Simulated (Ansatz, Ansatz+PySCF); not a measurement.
```xyz
5

Si    0.0006   -0.0015    0.0500
H     0.8608    0.8541    0.9113
H     0.8741   -0.8772   -0.9079
H    -0.8923    0.8317   -0.8877
H    -0.8579   -0.8946    0.8995
```

RHF-MP2 on singlet SiH₄ was run in several spherical basis sets with Ansatz (development build ahead of 0.2.0). Frozen core: 5 orbitals.

(1) Rank the basis sets by the total energy that they give, lowest first, with the distance from the lowest.
A. 6-31G
B. def2-SVP
C. 6-31G(d)
D. STO-3G
E. aug-cc-pVDZ
F. def2-TZVP

## Answers

(1) F (0.00 eV), E (0.61 eV), C (2.25 eV), B (3.24 eV), A (4.09 eV), D (93.61 eV).

Totals follow the description of the cores as much as that of the bonds, so this order isn't one of quality for chemistry.
